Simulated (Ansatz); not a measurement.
Input for Ansatz (development build ahead of 0.2.0):

```yaml
crystal:
  periodic: [false, false, false]
  atoms:
    - { symbol: C, position_ang: [0.0, 1.07114, 0.14763] }
    - { symbol: C, position_ang: [0.0, -1.07114, 0.14763] }
    - { symbol: C, position_ang: [-1.07114, 0.0, -0.14763] }
    - { symbol: C, position_ang: [1.07114, 0.0, -0.14763] }
    - { symbol: H, position_ang: [0.0, 1.98686, -0.45008] }
    - { symbol: H, position_ang: [0.0, 1.34292, 1.20752] }
    - { symbol: H, position_ang: [0.0, -1.98686, -0.45008] }
    - { symbol: H, position_ang: [0.0, -1.34292, 1.20752] }
    - { symbol: H, position_ang: [-1.98686, 0.0, 0.45008] }
    - { symbol: H, position_ang: [-1.34292, 0.0, -1.20752] }
    - { symbol: H, position_ang: [1.98686, 0.0, 0.45008] }
    - { symbol: H, position_ang: [1.34292, 0.0, -1.20752] }
basis:
  gaussian: { orbitals: cc-pVTZ }
hamiltonian:
  xc: hf
correlation:
  method: mp2
  frozen_orbitals: { C: 1, H: 0 }
```

The input is written out in the form of the current development build from the run's settings.

The run gave:

- Converged: yes
- Reference energy: -156.14972 hartree
- Correlation energy: -0.69263 hartree
- Total energy: -156.84234 hartree
- Spin squared of the determinant: 0.000
- Stability test: minimum among restricted orbitals
- Occupied orbitals by symmetry in an Abelian subgroup (alpha; beta): 7 A1 1 A2 4 B1 4 B2; 7 A1 1 A2 4 B1 4 B2
